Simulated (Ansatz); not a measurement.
Base system: Nb in the bcc (W type) structure (space group Im-3m, No. 229; a = 3.2712 Å).

Method: DFT with PBEsol, PAW potentials and a 420 eV plane-wave cutoff in Ansatz (an electronic-structure program), no SOC, earlier PAW set.

| level | lattice parameter a |
|---|---|
| PBEsol | 3.271 Å |

Measured: lattice parameter a 3.294 Å (static lattice; corrected from measurement; as listed in Daniel Mejia-Rodriguez, S. B. Trickey, Phys. Rev. B (2018)).

Computed minus measured — lattice parameter a: PBEsol -0.7 %.

No phonon test of stability was made. All final runs are without spin polarisation.
